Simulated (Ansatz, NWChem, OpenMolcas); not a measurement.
**Strength of the C–H bond: C2H → H + C2**

Species: C2H `[C]#C`, doublet; H atom, doublet; C2, singlet. 

Shapes, held fixed at every level: PBE0-D4/def2-TZVP. Programs: Ansatz 0.2.0, NWChem 7.3.0, OpenMolcas 26.06. A level may come from different programs for different species; with the same settings they agree closely. Electronic energies: no zero-point or thermal term.

```tsv
level	kind	ΔE (kJ/mol)
MP2/STO-3G	perturbation theory	+395.9
PBE/STO-3G	GGA	+605.4
B3LYP/STO-3G	global hybrid	+645.8
PBE0/STO-3G	global hybrid	+665.5
B2PLYP/STO-3G	double hybrid	+563.1
FCI/STO-3G	exact in the basis	+468.9
B3LYP/6-31G* (spherical functions)	global hybrid	+583.4
```

B3LYP/6-31G* (spherical functions) gives ΔE = +583.4 kJ/mol; the levels span +395.9 to +665.5. A fragment pairs its electrons up again, so this isn't a typical strength of such a bond. The median of the levels is +583.4. No measured value is set beside it here. Spin contamination: C2H (⟨S²⟩ up to 1.27). Open shells run unrestricted. Rows in sets without polarisation functions are far from converged.
